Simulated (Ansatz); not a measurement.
# How far a parabola holds: energy against volume of zinc-blende CuI

We consider zinc-blende CuI, described by r²SCAN in Ansatz (PAW). Settings: plane-wave cutoff 560 eV, 10×10×10 k mesh, Fermi–Dirac smearing 0.01 eV, no spin polarisation, scalar-relativistic PAW data made under PBE. The cell has no free parameter but its volume, all volumes share cutoff and mesh, and the runs aren't spin-polarised. Energies are free energies at the run's smearing, counted from the lowest row; static lattice.

| V (Å³/atom) | E (meV/atom) |
|---|---|
| 25.674 | ? |
| 26.220 | 6.45 |
| 26.767 | 1.54 |
| 27.313 | 0.00 |
| 27.859 | 1.45 |
| 28.405 | 5.54 |

Task: Fit E against V with a parabola, and predict the withheld value at V = 25.674.

Result: With u = V - 27.3, the rows have u = -1.0800, -0.5330, 0.0130, 0.5590, 1.1050. Least squares gives E = 0.004 - 0.4763·u + 5.0239·u². Residuals (row less fit): 0.072, -0.145, 0.001, 0.142, -0.072; standard error 0.161 (degrees of freedom: 2). The fitted curve has its minimum at V = 27.3, where E = -0.01. Its curvature is d²E/dV² = 2 × 5.0239 meV/Å⁶, so B = V0·d²E/dV² × 0.1602 = 44.0 GPa. At the withheld row, u = -1.6260, so E = 0.004 - 0.4763 × (-1.6260) + 5.0239 × (-1.6260)² = 14.061 meV/atom. The calculation gives 15.19 meV/atom, 1.129 meV/atom above the prediction (7.4 % of the range of E in the table). The row lies outside the fitted rows, so this is an extrapolation. From the scatter of the fitted rows alone, a prediction at this place has a standard error of 0.380 meV/atom, so the miss is 3.0 times that.

The residuals are curvature that a parabola lacks, not noise. A solid that stiffens under compression and softens on expansion lies above the parabola at the compressed end and under it at the expanded end, as this row does. A third-order Birch-Murnaghan fit to the whole scan has B0 = 43.8 GPa. Only scans are tabulated whose curvature falls smoothly with volume, and where the parabola meets the shown rows within 5 % of their range and misses the end by 0.1 meV or more.

Measured, for comparison: bulk modulus 36.6 GPa (temperature not stated, no zero-point or thermal correction; as tabulated in Gopakumar et al. (2017), arXiv:1612.07068). Computed less measured: bulk modulus +20 %.

Spin–orbit coupling is not included.

Ansatz is a program for electronic structure.
